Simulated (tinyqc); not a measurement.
Worked calculation: Hueckel theory of the pi electrons with the omega technique, for the molecule O=Cc1c[cH+]1 (SMILES; centres numbered as the heavy atoms are written). One step of it, computed by the program tinyqc.

Problem. Omega technique, round 1. h_r = h_r(0) + omega q_r, omega = 0.6, with q_r = z_r - P_rr; 0.3 of the old diagonal is kept.

Hueckel matrix in units of beta (H = alpha + beta A), lower triangle:
```
          1O        2C        3C        4C        5C
1O  1.140000
2C  0.950000  0.000000
3C  0.000000  1.000000  0.000000
4C  0.000000  0.000000  1.000000  0.000000
5C  0.000000  0.000000  1.000000  1.000000  0.000000
```

charge and bond-order matrix P, lower triangle:
```
           1O        2C        3C        4C        5C
1O   1.466656
2C   0.825933  0.564149
3C   0.084182  0.314457  0.724951
4C  -0.215616  0.120387  0.639679  0.622122
5C  -0.215616  0.120387  0.639679  0.622122  0.622122
```

Centres:

| centre | z_r, pi electrons of the neutral centre | h |
|---|---|---|
| 1O | 1 | 1.140000 |
| 2C | 1 | 0.000000 |
| 3C | 1 | 0.000000 |
| 4C | 1 | 0.000000 |
| 5C | 1 | 0.000000 |

Give: matrix after round 1.

Solution.

matrix after round 1, lower triangle:
```
        1O      2C      3C      4C      5C
1O  0.9440
2C  0.9500  0.1831
3C  0.0000  1.0000  0.1155
4C  0.0000  0.0000  1.0000  0.1587
5C  0.0000  0.0000  1.0000  1.0000  0.1587
```
